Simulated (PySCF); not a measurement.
System: H2O, singlet: symmetric bend, bond length relaxed. Scanned: H-O-H angle. Other coordinates (O-H bond length) were minimised at PBE0/def2-TZVP.

The free coordinates were minimised at PBE0/def2-TZVP in PySCF; the energy column is CCSD(T) on RHF/cc-pVTZ, 1 core orbital frozen in PySCF 2.14.0, in kJ/mol.

```tsv
a / °	O-H bond length / Å	E
180	0.934	141.1
170	0.935	135.0
160	0.937	117.7
150	0.940	92.7
140	0.944	64.2
130	0.948	36.9
120	0.952	15.0
110	0.957	1.7
100	0.962	0.0
90	0.969	11.9
80	0.977	39.1
70	0.989	83.1
60	1.007	145.8
```
